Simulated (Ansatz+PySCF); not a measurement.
Results of a calculation; reference values are marked as such.
A run of Ansatz (development build ahead of 0.2.0) on doublet CH3O2 at this shape:

```xyz
6

C     0.0069    0.5149   -0.1435
O    -1.1467   -0.2181   -0.0767
O     1.1748   -0.1625    0.0827
H     0.0243    1.4863    0.3003
H     1.0768   -1.0416   -0.3049
H    -1.3665   -0.4318    0.8447
```

Its results:

```
Converged                       : yes
Reference energy                : -189.35485 hartree
Correlation energy              : -0.62871 hartree
Total energy                    : -189.98356 hartree
Spin squared of the determinant : 0.750
Stability test                  : minimum among restricted orbitals
```

Forces (eV/Å):
```json
{"atom": "C1", "Fx": "0.130", "Fy": "-0.593", "Fz": "-0.172"}
{"atom": "O2", "Fx": "-0.120", "Fy": "-0.079", "Fz": "0.123"}
{"atom": "O3", "Fx": "-0.078", "Fy": "0.003", "Fz": "-0.008"}
{"atom": "H4", "Fx": "-0.015", "Fy": "0.455", "Fz": "0.223"}
{"atom": "H5", "Fx": "-0.053", "Fy": "0.112", "Fz": "0.012"}
{"atom": "H6", "Fx": "0.136", "Fy": "0.103", "Fz": "-0.178"}
```

Q: Which input gives this output? Name the method, the orbitals and the basis set, and write the input.

A: ROHF-MP2 in cc-pVTZ.

```yaml
crystal:
  periodic: [false, false, false]
  atoms:
    - { symbol: C, position_ang: [0.00694, 0.51489, -0.14354] }
    - { symbol: O, position_ang: [-1.14667, -0.21807, -0.07674] }
    - { symbol: O, position_ang: [1.17477, -0.16251, 0.08267] }
    - { symbol: H, position_ang: [0.0243, 1.48632, 0.30029] }
    - { symbol: H, position_ang: [1.07677, -1.04163, -0.30486] }
    - { symbol: H, position_ang: [-1.36652, -0.43177, 0.84467] }
basis:
  gaussian: { orbitals: cc-pVTZ }
magnetization:
  initial_magnetization: 1
hamiltonian:
  xc: hf
correlation:
  method: mp2
  frozen_orbitals: { C: 1, H: 0, O: 1 }
output:
  forces: true
```
